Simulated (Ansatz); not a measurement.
The same path of C₃H₄FNO (10 atoms, charge 0, multiplicity 1) was run twice with different band settings. The coordinate that changes most is the dihedral H7–N1–C2–O3.

These are results of RKS B3LYP-D4/cc-pVDZ (Ansatz), not measurements.

Relaxed end points:

```xyz
10
Properties=species:S:1:pos:R:3
N -1.159 -0.724 0.672
C -0.004 -0.198 0.007
O 0.866 -1.252 -0.363
C 0.569 1.173 0.402
C -0.054 1.066 -0.739
F -0.442 1.691 -1.845
H -0.833 -1.293 1.460
H -1.609 -1.394 0.041
H 1.646 -0.863 -0.788
H 1.104 1.744 1.155
```

```xyz
10
Properties=species:S:1:pos:R:3
N -1.129 -0.977 0.387
C 0.021 -0.294 -0.123
O 0.884 -1.287 -0.602
C 0.582 1.036 0.455
C -0.051 1.056 -0.693
F -0.495 1.848 -1.671
H -1.662 -0.364 1.001
H -0.827 -1.789 0.927
H 1.673 -0.841 -0.943
H 1.088 1.561 1.264
```

Common settings: movable images 7; climbing image yes; spring 5.0 eV/Å²; optimiser quadratic models (default); start path through a guess of the saddle point; iteration limit 60; end points relaxed.

| run | force threshold |
| --- | --- |
| 1 | 0.05 eV/Å |
| 2 | 0.5 eV/Å |

Question: What does each run give, and how far can it be trusted?

Answer: Run 1: converged after 9 iterations, highest image 0.041 eV above the first end. A vibrational analysis at the climbing image gives one clearly imaginary mode, 177i cm⁻¹: a first-order saddle point.
Run 2: converged after 7 iterations, highest image 0.042 eV above the first end. The threshold of 0.5 eV/Å is loose, so the images may lie well off the minimum-energy path. Another band between the same ends (7 images) ends at a top of the same energy, where a vibrational analysis finds 1 clearly imaginary mode.
